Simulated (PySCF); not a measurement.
Process, species as SMILES: OCl (OH-Cl) + H+ → [OH2+]Cl
B3LYP-D3(BJ)/def2-TZVP geometries, fixed; electronic energies without zero-point terms; positive where energy is released.
Largest species:
```
O
H 1 0.9855
H 1 0.9855 2 111.16
Cl 1 1.7467 2 110.24 3 122.56
```
Charge +1, spin multiplicity 1.

Effect of the grid level at r2SCAN/def2-TZVP with PySCF, against the last row, where the proton affinity is 157.45 kcal/mol. The proton sits at the site shown, which need not be the one that binds it best. Cost is core time over that of grids.level: 0, rough, on shared machines of one kind.

| setting | grid points, largest species | largest shift of a total energy (mEh) | shift of the proton affinity (kcal/mol) | cost |
|---|---|---|---|---|
| grids.level: 0 | 3952 | -39.842 | 1.480 | 1× |
| grids.level: 1 | 16440 | 0.872 | 0.006 | 1× |
| grids.level: 2 | 33704 | -0.149 | -0.005 | 2× |
| grids.level: 3 | 52584 | -0.033 | -0.002 | 2× |
| grids.level: 4 | 88368 | 0.005 | 0.002 | 3× |
| grids.level: 5 | 133112 | 0.005 | 0.002 | 4× |
| grids.level: 7 | 272416 | 0.000 | 0.000 | 7× |

Within 0.02 kcal/mol in the proton affinity: grids.level: 1; grids.level: 2; grids.level: 3; grids.level: 4; grids.level: 5. The largest shift is 39.842 mEh in a total energy and 1.480 kcal/mol in the difference.
